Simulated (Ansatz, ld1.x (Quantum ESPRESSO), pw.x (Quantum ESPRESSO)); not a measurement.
## pw.x on bcc Mg: one setting changed

Potential: PAW, ld1.x (Quantum ESPRESSO) 7.5, PBEsol; core [Ne], reference 3s2 3p0; waves: 3s (bound): rcut 2.45, rcutus 2.80 bohr; 3s channel at 4.1 Ry: rcut 2.45, rcutus 2.80 bohr; 3p (bound, empty): rcut 2.15, rcutus 2.45 bohr; 3p channel at -0.11 Ry: rcut 2.15, rcutus 2.45 bohr; 3d channel at 0.5 Ry: rcut 2.40, rcutus 2.75 bohr; local part: all-electron potential smoothed inside 2.55 bohr (lloc = -2); core correction: Bessel-smoothed model core, default radius (core density twice the valence density); augmentation: PSQ, inside the norm-conserving radii.

The reference run (k-mesh 13³, cutoffs 40/320 Ry, Fermi–Dirac 0.01 Ry, mixing_beta 0.4, conv_thr 1e-9, no spin) gives 0.23 GPa at 22.446 Å³/atom, where all-electron LAPW gives 0.16 GPa. This run, with its own iteration cap, changes k-mesh shift to 1.

```
&control
  calculation='scf', prefix='x', pseudo_dir='./', outdir='./tmp', tstress=.true., disk_io='none'
/
&system
  ibrav=0, nat=1, ntyp=1, ecutwfc=40, ecutrho=320, nbnd=8,
  occupations='smearing', smearing='fd', degauss=0.01
/
&electrons
  conv_thr=1e-09, mixing_beta=0.4, electron_maxstep=50
/
ATOMIC_SPECIES
Mg 1.0 Mg.UPF
CELL_PARAMETERS angstrom
  -1.77702276 1.77702276 1.77702276
  1.77702276 -1.77702276 1.77702276
  1.77702276 1.77702276 -1.77702276
ATOMIC_POSITIONS crystal
Mg 0.0000 0.0000 0.0000
K_POINTS automatic
13 13 13 1 1 1
```

```bash
pw.x < Mg.scf.in > Mg.scf.out
```

Problem. How does the run end?

Solution. It converges in 7 iterations; the free energy moves by +0.7 meV/atom and the pressure by -0.07 GPa.

```
Message from routine setup:
     using ibrav=0 with symmetry is DISCOURAGED, use correct ibrav instead
     lattice parameter (alat)  =       5.8164  a.u.
     unit-cell volume          =     151.4731 (a.u.)^3
     number of electrons       =         2.00
     number of Kohn-Sham states=            8
     kinetic-energy cutoff     =      40.0000  Ry
     charge density cutoff     =     320.0000  Ry
     scf convergence threshold =      1.0E-09
     Exchange-correlation= SLA  PW   PSX  PSC
     number of k points=    84  Fermi-Dirac smearing, width (Ry)=  0.0100
     iteration #  1     ecut=    40.00 Ry     beta= 0.40
     total energy              =     -32.71841837 Ry
     estimated scf accuracy    <       0.00360367 Ry
     iteration #  2     ecut=    40.00 Ry     beta= 0.40
     total energy              =     -32.71842747 Ry
     estimated scf accuracy    <       0.00129506 Ry
     iteration #  3     ecut=    40.00 Ry     beta= 0.40
     total energy              =     -32.71843927 Ry
     estimated scf accuracy    <       0.00000058 Ry
     iteration #  4     ecut=    40.00 Ry     beta= 0.40
     total energy              =     -32.71844071 Ry
     estimated scf accuracy    <       0.00000010 Ry
     iteration #  5     ecut=    40.00 Ry     beta= 0.40
     total energy              =     -32.71844162 Ry
     estimated scf accuracy    <          6.5E-09 Ry
     iteration #  6     ecut=    40.00 Ry     beta= 0.40
     total energy              =     -32.71844063 Ry
     estimated scf accuracy    <       0.00000266 Ry
     iteration #  7     ecut=    40.00 Ry     beta= 0.40
     the Fermi energy is     3.7204 ev
!    total energy              =     -32.71844069 Ry
     estimated scf accuracy    <          5.5E-12 Ry
     smearing contrib. (-TS)   =      -0.00204091 Ry
     The total energy is F=E-TS. E is the sum of the following terms:
     one-electron contribution =       1.45992754 Ry
     hartree contribution      =       0.00255213 Ry
     xc contribution           =      -4.49401450 Ry
     ewald contribution        =      -2.16744484 Ry
     one-center paw contrib.   =     -27.51742013 Ry
     convergence has been achieved in   7 iterations
          total   stress  (Ry/bohr**3)                   (kbar)     P=        1.60
     Message from routine punch:
     Nothing written, as per user request (disk_io='none')
```

The run took about 5.7 s on one core of a shared host (Neoverse-V2, 96 threads, 742 GiB, load 23).
